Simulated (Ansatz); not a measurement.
A calculation on CaB6-type LaB6 returned lattice constant a 4.123 Å, bulk modulus 181 GPa.

For reference: lattice constant a 4.157 Å (measured, 296 K, no zero-point or thermal correction; as tabulated in Tsubota and Kitagawa (2017), doi:10.1038/s41598-017-15766-y); bulk modulus 164 ± 2 GPa (measured, room temperature, not corrected to a static lattice, isothermal; as tabulated in LaB6 under pressure, Phys. Rev. B 80, 172104 (doi 10.1103/PhysRevB.80.172104)).

Problem. Which level of theory produced these numbers?
(A) PBE-D3(BJ) (Ansatz, a program for electronic structure)
(B) revPBE (Ansatz)
(C) r²SCAN+rVV10 (Ansatz)
(D) PBE (Ansatz)

Solution. A, PBE-D3(BJ) (Ansatz)

The others give: PBE 4.155 Å, 174 GPa; r²SCAN+rVV10 4.147 Å, 182 GPa; revPBE 4.175 Å, 168 GPa.

Unless a cell is named, each level is at its own relaxed cell (PBE 10.25, PBE-D3(BJ) 10.01, r²SCAN+rVV10 10.19, revPBE 10.40 Å³/atom).

Ansatz's density-functional and Hartree–Fock values are scalar-relativistic unless marked +SOC, with PAW data made under PBE.
